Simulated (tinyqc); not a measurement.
Worked calculation: G0W0 on RHF in the sto-3g basis, for LiH, spin multiplicity 1. Computed by tinyqc, a small Python program that keeps every step (integrals from PySCF). Settings: charge = 0, multiplicity = 1, basis = sto-3g, method = RHF, energy threshold = 1e-10, iteration cap = 53, orthogonalisation = symmetric, start = atomic densities, DIIS depth = 6. Command: `OMP_NUM_THREADS=1 python tinyqc.py 29851 29852 out.jsonl` (the two numbers bound the seeds that draw the settings). One thread of a shared host (Intel(R) Xeon(R) Processor @ 2.60GHz), about 0.07 s of CPU time with the checks. The early iterations of the SCF are left out here.

## One-electron integrals

Geometry (angstrom):
```
atom       x       y       z
Li    0.0000  0.0000  0.0000
H     0.0000  0.0000  1.7000
```

Basis sto-3g: exponents (1/bohr^2) and contraction coefficients of normalised primitives:
```
element  l (shell)  exponent  coefficient
Li           s (1)   16.1196       0.1543
Li           s (1)    2.9362       0.5353
Li           s (1)    0.7947       0.4446
Li           s (2)    0.6363      -0.1000
Li           s (2)    0.1479       0.3995
Li           s (2)    0.0481       0.7001
Li           p (3)    0.6363       0.1559
Li           p (3)    0.1479       0.6077
Li           p (3)    0.0481       0.3920
H            s (1)    3.4253       0.1543
H            s (1)    0.6239       0.5353
H            s (1)    0.1689       0.4446
```

Overlap, kinetic and nuclear-attraction integrals over the contracted functions; the nuclear repulsion is the sum of Za Zb / Rab.

nuclear repulsion = 0.933842 hartree

overlap S:
```
         1Li 1s  1Li 2s  1Li 2px  1Li 2py  1Li 2pz   2H 1s
1Li 1s   1.0000  0.2411   0.0000   0.0000   0.0000  0.0537
1Li 2s   0.2411  1.0000   0.0000   0.0000   0.0000  0.3704
1Li 2px  0.0000  0.0000   1.0000   0.0000   0.0000  0.0000
1Li 2py  0.0000  0.0000   0.0000   1.0000   0.0000  0.0000
1Li 2pz  0.0000  0.0000   0.0000   0.0000   1.0000  0.4928
2H 1s    0.0537  0.3704   0.0000   0.0000   0.4928  1.0000
```

kinetic energy T (hartree):
```
          1Li 1s   1Li 2s  1Li 2px  1Li 2py  1Li 2pz    2H 1s
1Li 1s    3.5768  -0.0202   0.0000   0.0000   0.0000  -0.0139
1Li 2s   -0.0202   0.1022   0.0000   0.0000   0.0000   0.0357
1Li 2px   0.0000   0.0000   0.3197   0.0000   0.0000   0.0000
1Li 2py   0.0000   0.0000   0.0000   0.3197   0.0000   0.0000
1Li 2pz   0.0000   0.0000   0.0000   0.0000   0.3197   0.1134
2H 1s    -0.0139   0.0357   0.0000   0.0000   0.1134   0.7600
```

nuclear attraction V (hartree):
```
          1Li 1s   1Li 2s  1Li 2px  1Li 2py  1Li 2pz    2H 1s
1Li 1s   -8.2942  -1.0394   0.0000   0.0000  -0.0143  -0.2288
1Li 2s   -1.0394  -1.4871   0.0000   0.0000  -0.1165  -0.6685
1Li 2px   0.0000   0.0000  -1.4463   0.0000   0.0000   0.0000
1Li 2py   0.0000   0.0000   0.0000  -1.4463   0.0000   0.0000
1Li 2pz  -0.0143  -0.1165   0.0000   0.0000  -1.5396  -0.9006
2H 1s    -0.2288  -0.6685   0.0000   0.0000  -0.9006  -2.1589
```

core Hamiltonian H = T + V (hartree):
```
          1Li 1s   1Li 2s  1Li 2px  1Li 2py  1Li 2pz    2H 1s
1Li 1s   -4.7174  -1.0596   0.0000   0.0000  -0.0143  -0.2427
1Li 2s   -1.0596  -1.3850   0.0000   0.0000  -0.1165  -0.6329
1Li 2px   0.0000   0.0000  -1.1267   0.0000   0.0000   0.0000
1Li 2py   0.0000   0.0000   0.0000  -1.1267   0.0000   0.0000
1Li 2pz  -0.0143  -0.1165   0.0000   0.0000  -1.2199  -0.7872
2H 1s    -0.2427  -0.6329   0.0000   0.0000  -0.7872  -1.3989
```

## Two-electron integrals

Functions are numbered as in S; the eight-fold symmetry (ij|kl) = (ji|kl) = (kl|ij) leaves the list below.

Two-electron integrals (ij|kl) in chemists' order, unique and non-zero (hartree):
```
(11|11) 1.6804   (21|11) 0.2654   (21|21) 0.0499   (22|11) 0.3977
(22|21) 0.0929   (22|22) 0.2906   (31|31) 0.0090   (32|31) 0.0138
(32|32) 0.0642   (33|11) 0.3966   (33|21) 0.0929   (33|22) 0.2905
(33|33) 0.3129   (41|41) 0.0090   (42|41) 0.0138   (42|42) 0.0642
(43|43) 0.0169   (44|11) 0.3966   (44|21) 0.0929   (44|22) 0.2905
(44|33) 0.2792   (44|44) 0.3129   (51|51) 0.0090   (52|51) 0.0138
(52|52) 0.0642   (53|53) 0.0169   (54|54) 0.0169   (55|11) 0.3966
(55|21) 0.0929   (55|22) 0.2905   (55|33) 0.2792   (55|44) 0.2792
(55|55) 0.3129   (61|11) 0.0573   (61|21) 0.0108   (61|22) 0.0205
(61|33) 0.0203   (61|44) 0.0203   (61|51) 0.0013   (61|52) 0.0025
(61|55) 0.0210   (61|61) 0.0026   (62|11) 0.1355   (62|21) 0.0320
(62|22) 0.1060   (62|33) 0.1005   (62|44) 0.1005   (62|51) 0.0052
(62|52) 0.0316   (62|55) 0.1169   (62|61) 0.0083   (62|62) 0.0644
(63|31) 0.0026   (63|32) 0.0119   (63|53) 0.0048   (63|63) 0.0046
(64|41) 0.0026   (64|42) 0.0119   (64|54) 0.0048   (64|64) 0.0046
(65|11) 0.1681   (65|21) 0.0401   (65|22) 0.1379   (65|33) 0.1286
(65|44) 0.1286   (65|51) 0.0080   (65|52) 0.0484   (65|55) 0.1564
(65|61) 0.0108   (65|62) 0.0917   (65|65) 0.1323   (66|11) 0.3105
(66|21) 0.0746   (66|22) 0.2716   (66|33) 0.2478   (66|44) 0.2478
(66|51) 0.0137   (66|52) 0.1023   (66|55) 0.3189   (66|61) 0.0202
(66|62) 0.2065   (66|65) 0.3052   (66|66) 0.7746
```

## Orthogonalisation

S = U s U^T; symmetric (Loewdin) form X = U s^(-1/2) U^T, so that X^T S X = 1.

eigenvalues of S: 0.3759  0.8000  1.0000  1.0000  1.1741  1.6499

X:
```
          1Li 1s   1Li 2s  1Li 2px  1Li 2py  1Li 2pz    2H 1s
1Li 1s    1.0232  -0.1300   0.0000   0.0000  -0.0063   0.0118
1Li 2s   -0.1300   1.0975   0.0000   0.0000   0.0979  -0.2521
1Li 2px   0.0000   0.0000   1.0000   0.0000   0.0000   0.0000
1Li 2py   0.0000   0.0000   0.0000   1.0000   0.0000   0.0000
1Li 2pz  -0.0063   0.0979   0.0000   0.0000   1.1284  -0.3313
2H 1s     0.0118  -0.2521   0.0000   0.0000  -0.3313   1.2013
```

## Iteration 8 (converged): orbitals

converged F (hartree):
```
          1Li 1s   1Li 2s  1Li 2px  1Li 2py  1Li 2pz    2H 1s
1Li 1s   -2.3488  -0.6402   0.0000   0.0000   0.0145  -0.1469
1Li 2s   -0.6402  -0.2234   0.0000   0.0000  -0.0967  -0.2538
1Li 2px   0.0000   0.0000   0.1639   0.0000   0.0000   0.0000
1Li 2py   0.0000   0.0000   0.0000   0.1639   0.0000   0.0000
1Li 2pz   0.0145  -0.0967   0.0000   0.0000   0.0105  -0.2283
2H 1s    -0.1469  -0.2538   0.0000   0.0000  -0.2283  -0.1319
```

Diagonalise F' = X^T F X, C = X C', fill 2 alpha and 2 beta electrons from the bottom; D = 2 C_occ C_occ^T. Each column has its largest component positive (the first on a tie).

F' = X^T F X (hartree):
```
         1        2       3       4        5        6
1  -2.2958  -0.3558  0.0000  0.0000   0.0197  -0.0183
2  -0.3558  -0.0135  0.0000  0.0000   0.0183  -0.2593
3   0.0000   0.0000  0.1639  0.0000   0.0000   0.0000
4   0.0000   0.0000  0.0000  0.1639   0.0000   0.0000
5   0.0197   0.0183  0.0000  0.0000   0.1624  -0.3006
6  -0.0183  -0.2593  0.0000  0.0000  -0.3006   0.1151
```

orbital energies (hartree): MO1 -2.3514, MO2 -0.2766, MO3 0.0772, MO4 0.1639, MO5 0.1639, MO6 0.5190

coefficients C:
```
             MO1      MO2      MO3     MO4      MO5      MO6
1Li 1s    0.9913  -0.1614  -0.2112  0.0000   0.0000   0.1033
1Li 2s    0.0331   0.4638   0.7985  0.0000   0.0000  -0.6639
1Li 2px   0.0000   0.0000   0.0000  0.6570   0.7539   0.0000
1Li 2py   0.0000   0.0000   0.0000  0.7539  -0.6570   0.0000
1Li 2pz  -0.0057   0.3425  -0.6101  0.0000   0.0000  -0.9503
2H 1s     0.0024   0.5557  -0.1484  0.0000   0.0000   1.1339
```

D after iteration 8:
```
          1Li 1s   1Li 2s  1Li 2px  1Li 2py  1Li 2pz    2H 1s
1Li 1s    2.0175  -0.0840   0.0000   0.0000  -0.1218  -0.1746
1Li 2s   -0.0840   0.4324   0.0000   0.0000   0.3173   0.5156
1Li 2px   0.0000   0.0000   0.0000   0.0000   0.0000   0.0000
1Li 2py   0.0000   0.0000   0.0000   0.0000   0.0000   0.0000
1Li 2pz  -0.1218   0.3173   0.0000   0.0000   0.2347   0.3806
2H 1s    -0.1746   0.5156   0.0000   0.0000   0.3806   0.6176
```

Within a degenerate level the vectors are fixed only up to a rotation; this is one choice.

## Convergence

Stop when the energy changes by less than 1e-10 hartree and every element of the error matrix X^T (F D S - S D F) X is below 3e-06.

Course of the cycle:
```
iteration  E (hartree)     change  largest element of the error matrix
1            -7.659523          -                             1.52e-01
2            -7.848241  -1.89e-01                             7.68e-02
3            -7.856020  -7.78e-03                             2.04e-02
4            -7.856986  -9.66e-04                             5.10e-03
5            -7.857144  -1.59e-04                             3.05e-04
6            -7.857145  -5.23e-07                             2.89e-05
7            -7.857145  -3.23e-09                             3.14e-07
8            -7.857145  -1.76e-13                             1.26e-08
```

PySCF RHF in the same basis = -7.857145 hartree

Converged in 8 iterations.

## Integrals over molecular orbitals

(pq|rs) = sum C_ip C_jq C_kr C_ls (ij|kl), one index at a time.

one-electron integrals over orbitals h = C^T H C (hartree):
```
         1        2        3        4        5        6
1  -4.7081   0.1023   0.1658   0.0000   0.0000  -0.0413
2   0.1023  -1.4549   0.0300   0.0000   0.0000  -0.0273
3   0.1658   0.0300  -1.1190   0.0000   0.0000   0.0285
4   0.0000   0.0000   0.0000  -1.1267   0.0000   0.0000
5   0.0000   0.0000   0.0000   0.0000  -1.1267   0.0000
6  -0.0413  -0.0273   0.0285   0.0000   0.0000  -0.9675
```

Two-electron integrals over orbitals (pq|rs), unique and non-zero (hartree):
```
(11|11) 1.6588     (21|11) -0.1076    (21|21) 0.0123     (22|11) 0.3551
(22|21) 0.0053     (22|22) 0.4804     (31|11) -0.1394    (31|21) 0.0110
(31|22) -0.0148    (31|31) 0.0218     (32|11) 0.0157     (32|21) -0.0031
(32|22) -0.0503    (32|31) 1.15e-04   (32|32) 0.0142     (33|11) 0.3952
(33|21) -0.0105    (33|22) 0.2209     (33|31) 0.0017     (33|32) 0.0088
(33|33) 0.3367     (41|41) 0.0098     (42|41) 0.0074     (42|42) 0.0229
(43|41) 0.0103     (43|42) 0.0194     (43|43) 0.0413     (44|11) 0.3963
(44|21) -0.0042    (44|22) 0.2653     (44|31) -0.0050    (44|32) 0.0069
(44|33) 0.2817     (44|44) 0.3129     (51|51) 0.0098     (52|51) 0.0074
(52|52) 0.0229     (53|51) 0.0103     (53|52) 0.0194     (53|53) 0.0413
(54|54) 0.0169     (55|11) 0.3963     (55|21) -0.0042    (55|22) 0.2653
(55|31) -0.0050    (55|32) 0.0069     (55|33) 0.2817     (55|44) 0.2792
(55|55) 0.3129     (61|11) 0.0598     (61|21) -0.0093    (61|22) -0.0073
(61|31) -0.0032    (61|32) 0.0020     (61|33) 0.0110     (61|44) 0.0009
(61|55) 0.0009     (61|61) 0.0095     (62|11) -0.0520    (62|21) 0.0038
(62|22) 0.1220     (62|31) 0.0016     (62|32) -0.0359    (62|33) -0.0147
(62|44) -0.0211    (62|55) -0.0211    (62|61) 6.02e-05   (62|62) 0.1251
(63|11) 0.0182     (63|21) -0.0032    (63|22) -0.0520    (63|31) 0.0043
(63|32) 0.0105     (63|33) 0.0360     (63|44) 0.0032     (63|55) 0.0032
(63|61) 0.0043     (63|62) -0.0329    (63|63) 0.0268     (64|41) -0.0062
(64|42) -0.0195    (64|43) -0.0135    (64|64) 0.0198     (65|51) -0.0062
(65|52) -0.0195    (65|53) -0.0135    (65|65) 0.0198     (66|11) 0.3611
(66|21) 0.0025     (66|22) 0.4495     (66|31) -0.0113    (66|32) -0.0445
(66|33) 0.2408     (66|44) 0.2667     (66|55) 0.2667     (66|61) -0.0038
(66|62) 0.1276     (66|63) -0.0446    (66|66) 0.4496
```

## Screening: direct RPA

With D = e_a - e_i and K = (ia|jb): diagonalise D^(1/2) (D + 4K) D^(1/2) = Z w^2 Z^T; X + Y = D^(1/2) Z w^(-1/2), each column of Z with its largest component positive (the first on a tie); E_c = (sum w - tr (D + 2K)) / 2.

D^(1/2) (D + 4K) D^(1/2) (hartree^2):
```
         1>3     1>4     1>5      1>6      2>3     2>4     2>5      2>6
1>3   6.1097  0.0000  0.0000  -0.0334   0.0004  0.0000  0.0000   0.0088
1>4   0.0000  6.4252  0.0000   0.0000   0.0000  0.0312  0.0000   0.0000
1>5   0.0000  0.0000  6.4252   0.0000   0.0000  0.0000  0.0312   0.0000
1>6  -0.0334  0.0000  0.0000   8.3487   0.0081  0.0000  0.0000   0.0004
2>3   0.0004  0.0000  0.0000   0.0081   0.1452  0.0000  0.0000  -0.0762
2>4   0.0000  0.0312  0.0000   0.0000   0.0000  0.2343  0.0000   0.0000
2>5   0.0000  0.0000  0.0312   0.0000   0.0000  0.0000  0.2343   0.0000
2>6   0.0088  0.0000  0.0000   0.0004  -0.0762  0.0000  0.0000   1.0312
```

excitation energies w (hartree): 0.3724  0.4839  0.4839  1.0187  2.4717  2.5348  2.5348  2.8895

X + Y:
```
           1        2        3        4       5       6        7        8
1>3  -0.0005   0.0000   0.0000  -0.0027  0.9911  0.0000   0.0000  -0.0137
1>4   0.0000  -0.0115   0.0006   0.0000  0.0000  0.9959  -0.0220   0.0000
1>5   0.0000  -0.0006  -0.0115   0.0000  0.0000  0.0220   0.9959   0.0000
1>6  -0.0028   0.0000   0.0000   0.0001  0.0161  0.0000   0.0000   0.9966
2>3   0.9712   0.0000   0.0000  -0.0501  0.0000  0.0000   0.0000   0.0003
2>4   0.0000   0.9526  -0.0517   0.0000  0.0000  0.0021   0.0000   0.0000
2>5   0.0000   0.0517   0.9526   0.0000  0.0000  0.0000   0.0021   0.0000
2>6   0.1243   0.0000   0.0000   0.8806  0.0010  0.0000   0.0000   0.0000
```

RPA correlation energy = -0.021033 hartree

Within a degenerate level the vectors are fixed only up to a rotation; this is one choice.

## G0W0 on Hartree-Fock: HOMO

W(p,q,m) = sqrt2 sum_ia (pq|ia) (X+Y)_ia,m; Sigma_c(x) = sum_(i,m) W^2/(x - e_i + w_m) + sum_(a,m) W^2/(x - e_a - w_m); solve x = e_p + Sigma_c(x) by Newton steps; Z = 1/(1 - dSigma/dx); 1 hartree = 27.211386 eV.

The 12 largest terms at x = e_p (hartree; W for the signs of X + Y given):
```
q  m        W       term
2  4   0.1555     0.0238
6  4   0.1583    -0.0138
2  1  -0.0476     0.0061
3  4  -0.0457    -0.0015
5  3   0.0307    -0.0010
4  2   0.0307    -0.0010
6  1  -0.0273    -0.0006
3  1   0.0131  -2.37e-04
2  5  -0.0207   1.74e-04
1  5   0.0152   5.06e-05
5  7   0.0105  -3.71e-05
4  6   0.0105  -3.71e-05
```

Newton steps (hartree):
```
step        x  Sigma_c(x)       Z
0     -0.2766      0.0118  0.9509
1     -0.2654      0.0112  0.9521
2     -0.2654      0.0112  0.9521
```

quasiparticle energy of the HOMO = -7.2209 eV

Hartree-Fock value = -7.5267 eV

## G0W0 on Hartree-Fock: LUMO

As before.

The 12 largest terms at x = e_p (hartree; W for the signs of X + Y given):
```
q  m        W       term
2  4  -0.0457     0.0015
6  4  -0.0418    -0.0012
5  3   0.0259    -0.0012
4  2   0.0259    -0.0012
3  4  -0.0190  -3.53e-04
3  1   0.0095  -2.40e-04
2  1   0.0131   2.37e-04
1  5   0.0305   1.89e-04
6  1   0.0086  -9.12e-05
3  8   0.0155  -8.32e-05
5  7   0.0145  -8.05e-05
4  6   0.0145  -8.05e-05
```

Newton steps (hartree):
```
step       x  Sigma_c(x)       Z
0     0.0772     -0.0026  0.9924
1     0.0747     -0.0025  0.9925
2     0.0747     -0.0025  0.9925
```

quasiparticle energy of the LUMO = 2.0321 eV

Hartree-Fock value = 2.1012 eV
